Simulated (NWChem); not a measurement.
Molecule: acetamide (C2H5NO); SMILES CC(N)=O

```xyz
9

C      0.0703     1.4098     0.0325
C     -0.1021    -0.1027     0.1369
N      1.0187    -0.8408    -0.1502
O     -1.1670    -0.6200     0.4547
H      1.0850     1.7397    -0.2639
H     -0.1854     1.8605     1.0114
H     -0.6647     1.7971    -0.6999
H      0.9503    -1.8575    -0.0934
H      1.9068    -0.4201    -0.4148
```
Atoms are numbered in this order, from 1.

Level: PBE-D3(BJ)/def2-SVP (NWChem), optimised geometry, unscaled harmonic frequencies. 

```json
[
 {"frequency (cm⁻¹)": "11", "IR intensity (km/mol)": "5.3"},
 {"frequency (cm⁻¹)": "227", "IR intensity (km/mol)": "171.5"},
 {"frequency (cm⁻¹)": "416", "IR intensity (km/mol)": "4.6"},
 {"frequency (cm⁻¹)": "510", "IR intensity (km/mol)": "9.8"},
 {"frequency (cm⁻¹)": "530", "IR intensity (km/mol)": "11.7"},
 {"frequency (cm⁻¹)": "667", "IR intensity (km/mol)": "11.5"},
 {"frequency (cm⁻¹)": "829", "IR intensity (km/mol)": "3.6"},
 {"frequency (cm⁻¹)": "935", "IR intensity (km/mol)": "3.4"},
 {"frequency (cm⁻¹)": "999", "IR intensity (km/mol)": "6.0"},
 {"frequency (cm⁻¹)": "1070", "IR intensity (km/mol)": "0.4"},
 {"frequency (cm⁻¹)": "1295", "IR intensity (km/mol)": "29.3"},
 {"frequency (cm⁻¹)": "1332", "IR intensity (km/mol)": "103.7"},
 {"frequency (cm⁻¹)": "1392", "IR intensity (km/mol)": "7.3"},
 {"frequency (cm⁻¹)": "1415", "IR intensity (km/mol)": "14.9"},
 {"frequency (cm⁻¹)": "1531", "IR intensity (km/mol)": "118.3"},
 {"frequency (cm⁻¹)": "1778", "IR intensity (km/mol)": "286.6"},
 {"frequency (cm⁻¹)": "2986", "IR intensity (km/mol)": "6.9"},
 {"frequency (cm⁻¹)": "3086", "IR intensity (km/mol)": "1.8"},
 {"frequency (cm⁻¹)": "3087", "IR intensity (km/mol)": "13.7"},
 {"frequency (cm⁻¹)": "3503", "IR intensity (km/mol)": "24.9"},
 {"frequency (cm⁻¹)": "3646", "IR intensity (km/mol)": "31.4"}
]
```

The zero-point energy is 44.6 kcal/mol and the thermal correction to the enthalpy at 298.15 K (with zero-point energy) is 48.6 kcal/mol. The heat capacity Cv is 16.8 cal/(mol K) and the entropy at 298.15 K and 1 atm (symmetry number 1) is 74.9 cal/(mol K). The dipole moment is 3.63 D.

Rigid rotor and harmonic oscillator; modes under 100 cm⁻¹ make the entropy uncertain.
